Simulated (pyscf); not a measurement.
Four-centre exchange: PH₃ + SiH₄ → H₃Si–PH₂ + H₂

Gas phase, singlet surface, charge 0. Bonds broken: P1–H2, Si5–H6. Bonds formed: P1–Si5, H2–H6. Optimised with ωB97X-D3(BJ)/def2-SVP in PySCF.

Transition state (Å):

```xyz
9

P      0.0948     1.2229    -0.5735
H      0.4768    -0.2619     0.3333
H      1.3725     1.5531    -0.0467
H      0.5009     0.3621    -1.6287
Si    -1.1404    -0.0685     1.0793
H      0.2238    -1.0293     1.0504
H     -1.5542    -0.8831    -0.1172
H     -0.3529     0.7569     2.0616
H     -2.5102     0.0751     1.7266
```

One imaginary mode, 1411i cm⁻¹; descent along it reached the two sides named.

| bond | change | reactant side (Å) | saddle | product side |
|---|---|---|---|---|
| P1–H2 | breaks | 1.425 | 1.781 | 4.1 |
| Si5–H6 | breaks | 1.492 | 1.669 | 3.4 |
| P1–Si5 | forms | 3.8 | 2.434 | 2.252 |
| H2–H6 | forms | 3.3 | 1.080 | 0.759 |

Electronic energies relative to the separated reactants (kcal/mol):

```json
[
 {"level": "ωB97X-D3(BJ)/def2-TZVP", "barrier": "68.7", "reaction energy": "-2.3", "reverse barrier": "71.1"},
 {"level": "PBE/def2-TZVP", "barrier": "59.5", "reaction energy": "-0.8", "reverse barrier": "60.3"},
 {"level": "r²SCAN/def2-TZVP", "barrier": "62.9", "reaction energy": "-0.8", "reverse barrier": "63.8"},
 {"level": "B3LYP-D3(BJ)/def2-TZVP", "barrier": "69.2", "reaction energy": "+0.7", "reverse barrier": "68.5"},
 {"level": "PBE0-D3(BJ)/def2-TZVP", "barrier": "62.8", "reaction energy": "-1.0", "reverse barrier": "63.8"},
 {"level": "M06-2X/def2-TZVP", "barrier": "70.4", "reaction energy": "0.0", "reverse barrier": "70.4"},
 {"level": "ωB97M-D3(BJ)/def2-TZVP", "barrier": "70.6", "reaction energy": "+1.4", "reverse barrier": "69.2"},
 {"level": "HF/def2-TZVP", "barrier": "97.8", "reaction energy": "+7.0", "reverse barrier": "90.7"}
]
```

With ωB97M-D3(BJ)/def2-TZVP energies and thermal terms (ideal gas, 1 atm, RRHO with modes under 100 cm⁻¹ raised to 100, one conformer, R ln 2 for chiral ones without a mode under 150 cm⁻¹), in kcal/mol:

```csv
T (K),ΔH‡,ΔG‡,ΔH,ΔG
298,70.1,79.5,+0.1,+0.5
600,70.3,89.0,+1.5,+0.3
900,71.0,98.3,+2.5,-0.5
1200,71.7,107.3,+3.1,-1.6
```

One saddle was located; it need not be the lowest between these sides.
